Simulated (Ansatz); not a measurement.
## Worked example: H2Si–GeH3⁺, singlet against H2Si–GeH3, doublet

Geometry (PBE0/def2-TZVP stationary point of a doublet), kept for both states (H2Si–GeH3, doublet: A'; H2Si–GeH3⁺, singlet: A'):

```xyz
7

Si   -0.0815    0.0000    1.6989
Ge    0.0162    0.0000   -0.6709
H     0.5131   -1.2169    2.3175
H     0.5131    1.2169    2.3175
H    -0.6949    1.2490   -1.2159
H     1.4662    0.0000   -1.1928
H    -0.6949   -1.2490   -1.2159
```

Basis cc-pVDZ; Ansatz 0.2.0. Only valence electrons are correlated (noble-gas cores and the filled d shells of p-block atoms frozen). R marks a restricted (for open shells ROHF) determinant, U an unrestricted one. No spin–orbit coupling is included, and no scalar relativity.

Full CI isn't at hand for all of this; UCCSDT(Q) serves as the reference, and is uncertain by about the last step of the cluster series.

| level | E(H2Si–GeH3, doublet) (hartree) | E(H2Si–GeH3⁺, singlet) (hartree) |
| --- | --- | --- |
| UHF | -2367.130243 | -2366.839054 |
| UMP2 | -2367.318173 | -2367.018209 |
| UCCSD(T) | -2367.370151 | -2367.070383 |
| PBE | -2368.926573 | -2368.623346 |
| wB97M-V | -2369.243024 | -2368.943887 |
| UCCSDT(Q) | -2367.371542 | -2367.071822 |

Give the vertical gap, H2Si–GeH3⁺ singlet less H2Si–GeH3 doublet, at each level in eV (1 hartree = 27.2114 eV), and each error against UCCSDT(Q).

UCCSDT(Q): (-2367.071822 − (-2367.371542)) × 27.2114 = 8.156 eV (the reference)
wB97M-V: (-2368.943887 − (-2369.243024)) × 27.2114 = 8.140 eV, error -0.016 eV
PBE: (-2368.623346 − (-2368.926573)) × 27.2114 = 8.251 eV, error 0.095 eV
UCCSD(T): (-2367.070383 − (-2367.370151)) × 27.2114 = 8.157 eV, error 0.001 eV
UMP2: (-2367.018209 − (-2367.318173)) × 27.2114 = 8.162 eV, error 0.006 eV
UHF: (-2366.839054 − (-2367.130243)) × 27.2114 = 7.924 eV, error -0.232 eV

Total energies of functionals can't be set beside those of wave-function methods, since they hold the core's correlation and their own absolute errors; only the differences compare.

In so small a basis the reference is far from its limit while semilocal and hybrid functionals are nearer theirs, so the functionals' errors here hold much of the reference's basis and frozen-core error, which can add to them or hide them.

Each level lands on the state that its own search finds. T1 diagnostics of restricted CCSD: 0.016 and 0.015.
